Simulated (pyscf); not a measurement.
Multi-bond step: `[CH3][Ga]([F])[F]` + `[FH]` → `[CH3][F]` + `[F][Ga]` [singlet] + `[FH]`

Gas phase, singlet surface, charge 0. Bonds broken: C1–Ga2, Ga2–F3, H5–F8. Bonds formed: C1–F8, F3–H5. PySCF, gas phase, ωB97X-D3(BJ)/def2-SVP geometries.

Transition state (Å):

```xyz
9

C     -0.7925    -0.4550     0.3551
Ga     1.7197     0.1234    -0.4402
F      1.3913     0.0423     1.5813
F      3.4431     0.5134    -0.3517
H      0.2908    -0.2122     2.1181
H     -1.7725    -0.6783    -0.0880
H     -0.5271     0.5820     0.4888
F     -0.7458    -0.4509     2.3091
H     -0.1014    -1.2735     0.4827
```

One imaginary mode, 807i cm⁻¹; descent along it reached the two sides named, in the forms told below.

| bond | change | reactant side (Å) | saddle | product side |
|---|---|---|---|---|
| C1–Ga2 | breaks | 1.926 | 2.7 | 3.9 |
| Ga2–F3 | breaks | 1.782 | 2.050 | 2.459 |
| H5–F8 | breaks | 0.940 | 1.081 | 1.643 |
| C1–F8 | forms | 3.1 | 1.955 | 1.399 |
| F3–H5 | forms | 1.660 | 1.251 | 0.942 |

Electronic energies relative to the separated reactants (kJ/mol):

| level | barrier | reaction energy | reverse barrier |
|---|---|---|---|
| ωB97X-D3(BJ)/def2-TZVP | 363.0 | +174.8 | 188.1 |
| PBE/def2-TZVP | 285.6 | +145.9 | 139.7 |
| r²SCAN/def2-TZVP | 315.0 | +176.0 | 139.0 |
| B3LYP-D3(BJ)/def2-TZVP | 305.7 | +139.7 | 166.0 |
| PBE0-D3(BJ)/def2-TZVP | 334.7 | +162.4 | 172.3 |
| M06-2X/def2-TZVP | 358.7 | +174.8 | 183.8 |
| ωB97M-D3(BJ)/def2-TZVP | 343.5 | +150.0 | 193.5 |
| HF/def2-TZVP | 422.6 | +145.7 | 276.9 |

With ωB97M-D3(BJ)/def2-TZVP energies and thermal terms (ideal gas, 1 atm, RRHO with modes under 100 cm⁻¹ raised to 100, one conformer, R ln 2 for chiral ones without a mode under 150 cm⁻¹), in kJ/mol:

```tsv
T (K)	ΔH‡	ΔG‡	ΔH	ΔG
298	342.5	385.9	+152.3	+115.5
600	340.8	430.7	+147.2	+80.3
900	341.2	475.6	+142.1	+47.9
1200	342.6	520.2	+137.6	+17.2
```

On the reactant side the descent ends in a bound adduct (not fully relaxed), 36.8 kJ/mol under the separated species and 399.7 kJ/mol under the saddle at ωB97X-D3(BJ)/def2-TZVP. On the product side the descent ends in a bound adduct, 43.6 kJ/mol under the separated species and 231.8 kJ/mol under the saddle at ωB97X-D3(BJ)/def2-TZVP. The same reactants have a lower exit, to CH₄ + F–Ga(F)–F (barrier +52.6 kJ/mol at ωB97M-D3(BJ)/def2-TZVP, against +343.5 kJ/mol here). This is the saddle that the search found; another between the same sides may lie lower. Elements up to Kr have no core potential and no relativistic terms here.
